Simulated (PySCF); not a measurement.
# Orbital energies and ionisation energy

C2H5F.
Cartesian coordinates in Å at the PBE0-D3(BJ)/def2-SVP level; atoms count from 1:
```
atom  x, y, z in Å
C1     0.7616    0.0787    0.0553
C2    -0.7288   -0.1283   -0.0188
F3    -1.3143    0.8759   -0.7520
H4     1.2335   -0.7219    0.6446
H5     1.2052    0.0747   -0.9514
H6     0.9964    1.0427    0.5304
H7    -1.1806   -0.1280    0.9887
H8    -0.9727   -1.0930   -0.4975
```

The species is `CCF` (C2H5F).

Level: B3LYP/def2-SVPD (PySCF). Frontier orbitals with their largest atomic shares (Löwdin; up to four atoms above 4 %):

```json
{"orbital": "HOMO−3", "ε (eV)": "-10.99", "main atoms": "C1 33 %, F3 31 %, H5 14 %, H6 13 %"}
{"orbital": "HOMO−2", "ε (eV)": "-10.87", "main atoms": "C1 43 %, H4 22 %, H6 9 %, H5 8 %"}
{"orbital": "HOMO−1", "ε (eV)": "-9.48", "main atoms": "F3 46 %, C2 21 %, C1 20 %"}
{"orbital": "HOMO", "ε (eV)": "-9.18", "main atoms": "?"}
{"orbital": "LUMO", "ε (eV)": "0.49", "main atoms": "C1 28 %, C2 26 %, H4 12 %, H7 9 %"}
{"orbital": "LUMO+1", "ε (eV)": "1.29", "main atoms": "C2 15 %, C1 14 %, H6 13 %, H5 13 %"}
{"orbital": "LUMO+2", "ε (eV)": "1.98", "main atoms": "F3 33 %, H8 18 %, H7 18 %, C2 12 %"}
```

Question: What vertical ionisation energy does ΔSCF give, and how far is −ε(HOMO) from it?

Answer: ΔSCF: 12.04 eV (1162 kJ/mol; threshold wavelength 102.9 nm); ⟨S²⟩ of the doublet left behind is 0.753, against 0.75 for a pure doublet. −ε(HOMO) is 9.18 eV, 2.86 eV below it. In exact Kohn–Sham theory the two would be equal; B3LYP (global hybrid, 20 % exact exchange) falls short of its own ΔSCF value by 24 %. Holes in the HOMO−1 and HOMO−2 were tried too where these lie within 1.2 eV of the HOMO; the lowest converged state counts.

Question: On which atoms does the HOMO lie?

Answer: F3 (alkyl fluorine) 33 %, C2 (sp3 C–F carbon) 25 %, H7 (methylene hydrogen) 12 %, H8 (methylene hydrogen) 12 %, so no atom holds as much as 40 %. The HOMO−1 lies 0.30 eV lower.

Question: Shift the occupied levels rigidly so that −ε(HOMO) equals the ΔSCF value. What binding energies result?

Answer: The shift is +2.86 eV: HOMO 12.04, HOMO−1 12.34, HOMO−2 13.73, HOMO−3 13.85 eV. A rigid shift is only a rough guide to the deeper ionisations.

Question: What total energies stand behind the ΔSCF value?

Answer: E(N) = -178.94290 Eh and E(N − 1) = -178.50026 Eh at the same geometry, 0.44264 Eh apart.

Question: With α = 29.0 au, estimate the like-pair dispersion coefficient by London's formula C6 = (3/4)α²I.

Answer: I = 0.4426 Eh, so C6 ≈ 280 au, a rough estimate.

Question: What kinetic energy would electrons from this vertical process carry with He I light (21.218 eV)?

Answer: 21.22 − 12.04 = 9.18 eV.

Geometry: PBE0-D3(BJ)/def2-SVP; no solvent, vibrations or thermal averaging.
